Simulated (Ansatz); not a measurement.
## Cs2SnI6 (Fm-3m, No. 225)

Calculation: PBEsol (Ansatz, a quantum-chemistry and plane-wave program, PAW).

Numerical settings: plane-wave cutoff 520 eV, 6×6×6 k mesh, Fermi–Dirac smearing 0.01 eV, scalar-relativistic PAW data made under PBE.

Cell (measured lattice):

Cs$_{2}$SnI$_{6}$ is modelled in the cubic space group Fm-3m (No. 225), Pearson symbol cF36. Conventional cell: a = b = c = 11.628 Å, α = β = γ = 90.00°. I on 24e has 1 Sn at 2.853 Å and 4 Cs at 4.111 Å (square pyramidal). Cs on 8c is coordinated by 12 I at 4.111 Å (cuboctahedral). Sn on 4a sees 6 I at 2.853 Å (octahedral). (Neighbours: up to the widest gap in distance over summed covalent radii, below 1.35, at either atom; cation-cation and far metal-metal contacts left out.)
(The calculation used a cell of 9 atoms; values per cell refer to that cell.)

| Item | Value |
|---|---|
| band gap | 0.08 eV |

Note: cell and atoms aren't relaxed at this level.

Spin–orbit coupling is not included; it can close the smallest gap of 0.08 eV.

The computed numbers hold no vibrational or temperature effects.

It cost around 110 core-seconds (rough) of CPU time.
